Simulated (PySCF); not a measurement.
An unknown is described by computed data only.

Formula: CH6B2.

| Item | Value |
| --- | --- |
| XPS | B1s 195.7, B1s 195.9, C1s 290.4 eV [ΔSCF SCAN, pcX-2 on the ionised atom, pcseg-1 elsewhere, spin-free X2C] |
| Rotational structure | rotational constants A, B, C: 40.443, 7.165, 6.676 GHz [PBE0-D3(BJ)/def2-SVP] |
| Dipole | 0.73 D [PBE0/def2-SVPD] |
| 13C NMR | chemical shifts (computed TMS as zero) by class: 13.3 (1 C) ppm [GIAO PBE0/pcSseg-1] |
| NMR, other nuclei | isotropic shieldings of nuclei other than C and H, by class: -5 (1 B), -5 (1 B) ppm [GIAO PBE0/pcSseg-1] |
| UV, strongest line | among the 10 lowest singlet transitions: S6 at 7.61 eV (163 nm, f = 0.271) [TDDFT PBE0/def2-SVPD] |
| Couplings | largest of the computed one-bond spin–spin couplings (means over like bonds): 13C–1H +127.0 (×3), 11B–1H +123.9 (×2), 11B–1H +113.6, 11B–11B +71.9, 13C–11B +46.8 Hz [B3LYP/pcJ-1] |
| UV, first state | lowest singlet excitation: 4.70 eV (264 nm, f = 0.003) [TDDFT PBE0/def2-SVPD] |
| Triplet | lowest triplet excitation (Tamm–Dancoff): 3.88 eV [TDA PBE0/def2-SVPD] |
| Valence photoelectron | vertical ionisation energy: 10.36 eV [ΔSCF PBE0/def2-SVPD] |

Gas-phase values; electronic properties from PySCF, density fitting. Levels stand in brackets. Geometry: PBE0-D3(BJ)/def2-SVP; no solvent, vibrations or thermal averaging. NMR values are class means; diastereotopic atoms form classes of their own.

Question: What is the compound? Reason from the data.

Answer: Numbering: `[BH2:1][BH:2][CH3:3]`. The one carbon: sp3 carbon bound to boron [C3] (13.3 ppm). The other shieldings belong to: -5 ppm, three-coordinate boron [B1]; -5 ppm, three-coordinate boron [B2]. The couplings run between: +127.0 Hz, sp3 carbon bound to boron [C3] and its hydrogen (with 2 like pairs); +123.9 Hz, three-coordinate boron [B1] and its hydrogen (with 1 like pair); +113.6 Hz, three-coordinate boron [B2] and its hydrogen; +71.9 Hz, three-coordinate boron [B1] and three-coordinate boron [B2]; +46.8 Hz, sp3 carbon bound to boron [C3] and three-coordinate boron [B2]. The core levels belong to: B1s 195.7 eV, three-coordinate boron [B2]; B1s 195.9 eV, three-coordinate boron [B1]; C1s 290.4 eV, sp3 carbon bound to boron [C3]. The hole state at 195.9 eV has ⟨S²⟩ = 0.85 against 0.75, so that value is less sure. S1 is mainly HOMO→LUMO (weight 0.97); the largest Löwdin shares of the orbital it empties are 0.31 on each of 2 atoms of one kind (three-coordinate boron), 0.10 on the sp3 carbon bound to boron and 0.10 on a B–H hydrogen, of the orbital it fills 0.54 on a three-coordinate boron, 0.16 on a three-coordinate boron and 0.10 on each of 2 atoms of one kind (B–H hydrogen). By its constants the optimised geometry is an asymmetric top. Structure: `BBC` (CH6B2). Computed isomers that give other values at the same levels: `BCB` (CH6B2) (13C chemical shifts (computed TMS as zero) by class: 63.5 (1 C) ppm). The assignments are read from this structure; whether some other isomer fits the data as well wasn't checked.
